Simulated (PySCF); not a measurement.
Basis set benchmark on one molecule

Molecule: `InChI=1S/C4H3FS/c5-4-1-2-6-3-4/h1-3H`.

Geometry:
```csv
atom,x (Å),y (Å),z (Å)
F1,-1.154,-0.273,1.930
C2,-0.576,-0.044,0.758
C3,0.707,-0.563,0.433
C4,1.085,-0.189,-0.828
S5,-0.108,0.775,-1.600
C6,-1.148,0.703,-0.235
H7,1.300,-1.178,1.109
H8,2.011,-0.431,-1.348
H9,-2.116,1.200,-0.220
```

Geometry PBE0-D3(BJ)/def2-SVP throughout; GIAO in PySCF, gas phase, one conformer, non-relativistic; equivalent atoms averaged; functional PBE0.

Reference values (estimated from measurements, as parent shift plus tabulated substituent increments; solution, not stated per compound (mostly CDCl3 or CCl4); Pretsch, Buehlmann, Badertscher, Structure Determination of Organic Compounds, 4th ed. (2009)): δ(H9) = 6.51 ppm, δ(H7) = 6.69 ppm, δ(H8) = 7.00 ppm. Computed shifts are taken against TMS, calculated as an isolated molecule at each level.

How do the basis sets STO-3G, 6-31G, pcSseg-0, 6-31G*, def2-SVP, cc-pVDZ, pcSseg-1, aug-cc-pVDZ, 6-311+G(2d,p), def2-TZVP, cc-pVTZ, IGLO-III, pcSseg-2 perform against the reference? Times are CPU seconds on shared hosts with different chips, so compare them loosely.

## Answers


| basis set | functions | H9 | H7 | H8 | mean abs. error H | core-s |
| --- | --- | --- | --- | --- | --- | --- |
| STO-3G | 37 | 5.87 | 6.03 | 6.44 | 0.62 | 2 |
| 6-31G | 64 | 6.52 | 6.85 | 7.06 | 0.08 | 4 |
| pcSseg-0 | 64 | 6.35 | 6.71 | 6.89 | 0.10 | 3.2 |
| 6-31G* | 94 | 6.14 | 6.60 | 6.84 | 0.21 | 5.7 |
| def2-SVP | 103 | 6.27 | 6.60 | 6.75 | 0.19 | 5.7 |
| cc-pVDZ | 103 | 6.36 | 6.64 | 6.95 | 0.08 | 6.8 |
| pcSseg-1 | 124 | 6.57 | 6.91 | 7.01 | 0.10 | 11 |
| aug-cc-pVDZ | 169 | 6.73 | 6.91 | 7.30 | 0.25 | 13 |
| 6-311+G(2d,p) | 188 | 6.70 | 6.94 | 7.26 | 0.23 | 14 |
| def2-TZVP | 210 | 6.63 | 6.91 | 7.25 | 0.20 | 16 |
| cc-pVTZ | 226 | 6.62 | 6.83 | 7.22 | 0.16 | 20 |
| IGLO-III | 249 | 6.68 | 6.89 | 7.23 | 0.20 | 21 |
| pcSseg-2 | 265 | 6.72 | 7.02 | 7.26 | 0.27 | 33 |

For $^{1}$H the closest is 6-31G (0.08 ppm, with cc-pVDZ, pcSseg-0, pcSseg-1 practically level) and the furthest STO-3G (0.62 ppm). Where a smaller basis beats a larger one, errors probably cancel; the largest sets show where the functional converges. One molecule is a small sample, and vibrational and solvent effects are absent from the calculation.

A small basis that lands close on one nucleus may do so by chance; judge by the trend and by all nuclei.
